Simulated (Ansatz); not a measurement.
**AlH3O (triplet): from Hartree-Fock to the top rungs at distance Al1–H4 along a hydrogen transfer = 1.641 Å, cc-pVDZ**

How much of the correlation energy of AlH3O (triplet) does each wave-function method recover here?

Computed with Ansatz 0.2.0, Gaussian basis. Level: cc-pVDZ, core rule «outside noble gas», up to 6 orbitals frozen.

To be run: UHF; CCSD(T) on ROHF; CCSD(T) on UHF; BCCD(T) on ROHF; CISD; CCSDT(Q) on ROHF; CCSDT(Q) on UHF; CASSCF and MRCISD+Q, 4 electrons in 4 orbitals; CASSCF and NEVPT2, 4 electrons in 4 orbitals.

13 further runs of the same task are left out: 9 for a known fault of the program, 1 for a mislabelled method, 3 that didn't finish.

## (1) The geometry

The geometry derives from fragments relaxed apart (PBE0/def2-TZVP) and kept rigid, so it is no stationary point. A hydrogen atom is moved between rigid fragments.

5 atoms, charge 0, spin multiplicity 3.

Atoms are counted from 1 here; the program's logs count them from 0.

Bond lengths: Al1–H2 1.586 Å, Al1–H3 1.586 Å, Al1–H4 1.641 Å. Angles: H2–Al1–H3 120.0°, H2–Al1–H4 120.0°, H3–Al1–H4 120.0°.

Geometry (Å):

```xyz
5
AlH3O
Al   -1.0324    0.0000    0.0000
H    -1.8253    1.3734    0.0000
H    -1.8253   -1.3734    0.0000
H     0.6086    0.0000    0.0000
O     1.9326    0.0000    0.0000
```

## (2) UHF

in.yaml

```yaml
crystal:
  periodic: [false, false, false]
  atoms:
    - {symbol: Al, position_ang: [-1.032367, 0.000000, 0.000000]}
    - {symbol: H, position_ang: [-1.825291, 1.373384, 0.000000]}
    - {symbol: H, position_ang: [-1.825291, -1.373384, 0.000000]}
    - {symbol: H, position_ang: [0.608633, 0.000000, 0.000000]}
    - {symbol: O, position_ang: [1.932633, 0.000000, 0.000000]}
basis:
  gaussian: {orbitals: cc-pVDZ}
magnetization: {spin_polarized: true, initial_magnetization: 2}
hamiltonian: {xc: hf}
output: {orbitals: {seedname: orbitals}}
```

Run with:

```sh
ansatz run in.yaml --threads 1 --pin off --events-out ev --progress --plain --max-ram 2393MiB
```

Further steps of the session: CCSD(T) on ROHF; CCSD(T) on UHF; BCCD(T) on ROHF; CISD; CCSDT(Q) on ROHF; CCSDT(Q) on UHF; CASSCF and MRCISD+Q, 4 electrons in 4 orbitals; CASSCF and NEVPT2, 4 electrons in 4 orbitals.

Q: Predict the results of all the runs planned. Wanted: UCCSDT(Q) below the RHF energy; RMP2 from UCCSDT(Q); UMP2 from UCCSDT(Q); RCCSD from UCCSDT(Q); RCCSD(T) from UCCSDT(Q); UCCSD(T) from UCCSDT(Q); RCCSDT(Q) from UCCSDT(Q); NEVPT2 pair from UCCSDT(Q); MRCISD+Q pair from UCCSDT(Q).

The runs gave:

```
                         quantity                                                   value
   UCCSDT(Q) below the RHF energy                                              -7.0432 eV
              RMP2 from UCCSDT(Q)                                             +1231.5 meV
              UMP2 from UCCSDT(Q)                                             +1237.4 meV
             RCCSD from UCCSDT(Q)                                              +140.7 meV
          RCCSD(T) from UCCSDT(Q)                                               +35.0 meV
          UCCSD(T) from UCCSDT(Q)                                               +33.8 meV
         RCCSDT(Q) from UCCSDT(Q)                                                +1.0 meV
       NEVPT2 pair from UCCSDT(Q)                                             +1107.5 meV
     MRCISD+Q pair from UCCSDT(Q)                                               +68.8 meV
levels within 1 kcal/mol (43 meV)  RCCSD(T), UCCSD(T), BCCD(T), RCCSDT, UCCSDT, RCCSDT(Q)
                    T1 diagnostic                                                   0.036
```

In words: RCCSD(T) lands +35.0 meV from the yardstick (0.5 % of the correlation energy). Of the multireference levels listed MRCISD+Q pair comes nearest in total energy (+68.8 meV), which doesn't show that its space is the better one. These misses are within one basis, not against nature; the frozen cores of restricted and unrestricted runs differ, which can shift their rows.
